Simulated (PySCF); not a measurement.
Simulated outer-valence photoelectron spectrum of `C=CC=C(F)F`. Theory: EOM-IP-CCSD/aug-cc-pVDZ in PySCF, restricted Hartree–Fock reference, frozen core, non-relativistic, gas phase, PBE0-D3(BJ)/def2-SVP geometry.

Each root has a Gaussian of 0.8 eV full width with its one-hole share as area; cross sections and vibrations are left out, and the highest printed point is 100.

```csv
ionisation energy (eV),intensity
8.0,0
8.2,2
8.4,7
8.6,17
8.8,31
9.0,39
9.2,35
9.4,22
9.6,10
9.8,3
10.0,1
10.2,0
10.4,0
10.6,0
10.8,0
11.0,1
11.2,4
11.4,13
11.6,26
11.8,36
12.0,37
12.2,29
12.4,21
12.6,24
12.8,34
13.0,39
13.2,33
13.4,20
13.6,10
13.8,11
14.0,21
14.2,36
14.4,50
14.6,57
14.8,56
15.0,52
15.2,49
15.4,57
15.6,77
15.8,98
16.0,100
16.2,78
16.4,46
16.6,20
16.8,6
17.0,1
17.2,0
```

Task: Where are the maxima, and how many lines lie under the curve?

Result: 5 maxima, at 9.0, 11.9, 13.0, 14.7 and 15.9 eV, from 8 lines. At this width some lines have no maximum of their own.

Task: List the lines with their holes.

Result: 
| E (eV) | leading hole (HF orbital) | area | Koopmans (eV) |
| --- | --- | --- | --- |
| 9.03 | HOMO | 0.96 | 9.01 |
| 11.90 | HOMO-1 | 0.94 | 12.47 |
| 13.00 | HOMO-2 | 0.95 | 14.13 |
| 14.40 | HOMO-3 | 0.95 | 15.92 |
| 14.93 | HOMO-4 | 0.94 | 16.62 |
| 15.68 | HOMO-6 | 0.94 | 18.35 |
| 15.99 | HOMO-5 | 0.94 | 18.07 |
| 16.07 | HOMO-7 | 0.94 | 18.95 |

The widest gap, 2.87 eV, lies between 9.03 and 11.90 eV. Only orbitals with −ε under 21 eV, eight at most, were ionised, so the high end of the curve may lack lines.

Shape of the structure used: `[CH2:1]=[CH:2][CH:3]=[C:4]([F:5])[F:6]`: C1–C2–C3–C4 180°.

One conformer stands for the species.
